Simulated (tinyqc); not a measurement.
Harmonic frequencies on the LDA (VWN5)/sto-6g surface (energies and gradients from PySCF), for HF, spin multiplicity 1, step by step. One step of it, computed by the program tinyqc.

Question. Normal modes. Diagonalise H_ij / sqrt(m_i m_j); the 5 smallest eigenvalues belong to translations and rotations; wavenumber = sqrt(eigenvalue / 1822.888) x 219474.63; each mode has its largest component positive (the first on a tie); zero-point energy = sum of wavenumbers / 2, with 349.755 1/cm per kcal/mol.

Hessian (symmetrised) (hartree/bohr^2), lower triangle:
```
,1Fx,1Fy,1Fz,2Hx,2Hy,2Hz
1Fx,-0.00004845
1Fy,0.00000000,-0.00004845
1Fz,0.00000000,0.00000000,0.51279713
2Hx,0.00002349,0.00000000,0.00000000,0.00000146
2Hy,0.00000000,0.00002349,0.00000000,0.00000000,0.00000146
2Hz,0.00000000,0.00000000,-0.51277846,0.00000000,0.00000000,0.51275979
```

masses (u): 1F 18.998403, 2H 1.007825

Give: eigenvalues of the mass-weighted Hessian; harmonic wavenumbers of the vibrations; mass-weighted modes; zero-point energy.

Answer.

eigenvalues of the mass-weighted Hessian (hartree/(bohr^2 u)): 0.000  0.000  0.000  0.000  0.000  0.536

harmonic wavenumbers of the vibrations (1/cm): 3762.6

mass-weighted modes:
```
,mode 1
1Fx,0.000
1Fy,0.000
1Fz,-0.224
2Hx,0.000
2Hy,0.000
2Hz,0.974
```

zero-point energy = 5.379 kcal/mol
